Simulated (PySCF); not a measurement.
C₂H₄, SMILES C=C.

Coordinates come from a B3LYP-D3(BJ)/def2-TZVP optimisation.

Two levels are set side by side: PBE/def2-TZVPD (PySCF) and M06-2X/def2-TZVPD (PySCF). Same geometry, gas phase. Differences are taken from unrounded values.

| quantity | M06-2X |
|---|---|
| orbital gap (eV) | 9.97 |
| highest occupied level (eV) | -9.15 |
| lowest empty level (eV) | 0.82 |
| mean polarisability (bohr³) | 27.0 |

What does PBE give, and how far is it from M06-2X? (The exact figures need the calculation; the answer reports its results.)


| quantity | PBE | PBE minus M06-2X |
|---|---|---|
| orbital gap (eV) | 5.78 | -4.19 |
| highest occupied level (eV) | -6.78 | 2.37 |
| lowest empty level (eV) | -1.00 | -1.82 |
| mean polarisability (bohr³) | 28.0 | 0.9 |

Without exact exchange PBE keeps part of each electron's self-repulsion, which lifts occupied levels and narrows the gap. PBE's more diffuse valence density responds more strongly to a field. Differences between two approximate levels are no errors against the true value.

Rough cost on one machine, each run with all the roots and properties that it gave: M06-2X against PBE about 4 times.
